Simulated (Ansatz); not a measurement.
C4H6ClF, SMILES `CC/C=C(\F)Cl`, relaxed with RKS PBE0-D4/def2-TZVP in Ansatz from a PBE-D4/def2-SVP geometry. The force threshold is 0.005 eV/Å; the program also tests the step.

Total charge 0; spin multiplicity 1.

Start:

```xyz
12

C    -0.143    0.902    1.414
C     0.662    0.053    0.419
C     0.028   -0.013   -0.943
C    -0.405   -1.149   -1.516
F    -0.292   -2.349   -0.935
Cl   -1.154   -1.247   -3.076
H    -0.282    1.938    1.042
H    -1.150    0.471    1.584
H     0.374    0.964    2.393
H     0.799   -0.973    0.814
H     1.684    0.485    0.316
H    -0.121    0.918   -1.510
```

```csv
step,energy (eV),largest force (eV/Å),largest move (Å)
1,-19476.2536,0.808,0.000
2,-19476.3086,0.247,0.031
3,-19476.3137,0.084,0.012
4 (rejected),-19476.3137,0.084,0.000
5,-19476.3137,0.084,0.000
6,-19476.3141,0.007,0.005
7,-19476.3141,0.007,0.005
8,-19476.3141,0.006,0.003
9,-19476.3141,0.004,0.002
```

End:

```xyz
12

C    -0.143    0.896    1.397
C     0.662    0.048    0.419
C     0.024   -0.019   -0.928
C    -0.398   -1.131   -1.503
F    -0.282   -2.329   -0.939
Cl   -1.148   -1.226   -3.038
H    -0.274    1.914    1.022
H    -1.135    0.470    1.558
H     0.362    0.958    2.364
H     0.795   -0.960    0.817
H     1.666    0.476    0.311
H    -0.128    0.901   -1.480
```

Hardware: 4 threads of an Arm Neoverse V2 on a shared host. Wall time 36 s, peak host memory 0.64 GiB.
